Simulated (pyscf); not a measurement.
Structures and frequencies: ωB97X-D3(BJ)/def2-SVP in PySCF.

Task: Estimate the classical barrier height and the reaction energy of HCl + HO–Ta(Cl)(Cl)(Cl)–Cl → Cl–Ta(Cl)(Cl)(Cl)–Cl + H₂O at ωB97M-D3(BJ)/def2-TZVP. The step runs on the singlet surface, breaks Cl–H, O–Ta and forms Cl–Ta, H–O; take the separated reactants as zero.

Result: ΔE‡ = 4.1 kcal/mol, ΔE = +1.5 kcal/mol. Zero-point energy shifts the barrier by +0.7 kcal/mol. It is a four-centre exchange, with an imaginary mode of 706i cm⁻¹. On the reactant side the descent ends in an adduct with a Cl–Ta contact (not fully relaxed), 7.4 kcal/mol under the separated species and 6.6 kcal/mol under the saddle at ωB97X-D3(BJ)/def2-TZVP. On the product side the descent ends in an adduct with a O–Ta contact, 21.7 kcal/mol under the separated species and 23.3 kcal/mol under the saddle at ωB97X-D3(BJ)/def2-TZVP. What is counted as formed (Cl–Ta) is already present as a longer contact in the reactant adduct; forming that adduct is a step of its own. What is counted as broken (O–Ta) persists as a longer contact in the product adduct; parting that adduct is a step of its own. At ωB97X-D3(BJ)/def2-TZVP the barrier from the zero used here is -0.8 kcal/mol. This is the saddle that the search found; another between the same sides may lie lower. Elements past Kr carry the def2 core potentials, without spin-orbit coupling.
